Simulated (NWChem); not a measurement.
## Spin states of hydrogen isocyanide (CHN)

SMILES: [NH+]#[C-]
```xyz
3

C      0.0000     0.0000     0.7490
N      0.0000     0.0000    -0.4352
H      0.0000     0.0000    -1.4477
```
Charge 0, spin multiplicity 1.

The numbers come from NWChem runs, not from measurements. The geometry was optimised at PBE/def2-SVP, a minimum by its harmonic frequencies.

Basis set: def2-TZVP. The gap is E(triplet) − E(singlet) at the geometry of the singlet, so a negative value puts the higher spin lower. Open shells are unrestricted, coupled cluster uses restricted open-shell references, and the singlet is the closed-shell solution. The triplet is the single determinant that the SCF runs reached, with unpaired electrons in orbitals of symmetry a1 and b1 (C2v labels); it need not be the lowest triplet, which in molecules with degenerate π orbitals can need several determinants.

The correlated methods keep 2 core orbitals frozen. B3LYP has NWChem's definition, with VWN1-RPA local correlation. No SCF solution was tested for a lower state. Open-shell Hartree-Fock references start from PBE0 orbitals. No row is a measurement; the coupled-cluster row has its own basis-set and correlation limits.

Problem. For the vertical singlet-triplet gap, CR-CCSD(T) gives 139.1 kcal/mol and CCSD(T) gives 139.5 kcal/mol. What do MP2, B3LYP, HF give?

Solution. MP2: 145.4 kcal/mol; B3LYP: 135.3 kcal/mol; HF: 114.8 kcal/mol.
